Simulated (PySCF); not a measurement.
An unknown shows these calculated signals:

1H NMR (400 MHz, computed): δ 1.36 (m, 9H).

13C{1H} NMR (computed): δ 94.1 (C), 30.5 (CH3).

All values are calculated (PySCF 2.14.0 with density-fitted response routines): shieldings: GIAO PBE0/pcSseg-1, GFN2-xTB structure. One conformer, one averaged value for each set of equivalent atoms, no solvent, non-relativistic Hamiltonian.

Scale: TMS for 1H (31.72 ppm) and 13C (186.93 ppm) (reference shieldings calculated alike).

Task: Which of these does the molecule contain: a three-membered ring, a methoxy group, a vinyl group CH=CH2, a tert-butyl group?

Result: 
- A three-membered ring: no.
- A methoxy group: no.
- A vinyl group CH=CH2: no.
- A tert-butyl group: yes (δC 30.5, 94.1; δH 1.36 (m)).

The data belong to `FC(C)(C)C`, C₄H₉F; they needn't prove each group on their own.

Carbon signals by region: 1 at 50–100 ppm, 1 below 50 ppm.

Splittings by 19F in the carbon and heteronuclear signals aren't shown, as no couplings were computed. Shifts are as computed. Against solution values, carbons near 30 ppm lie about +3 ppm off and those near 130 ppm about +5 ppm. Of 246 compounds with measured shifts, 49 miss one by over three times the rms of a fit or turn the order of signals round; such compounds aren't used in these exercises.
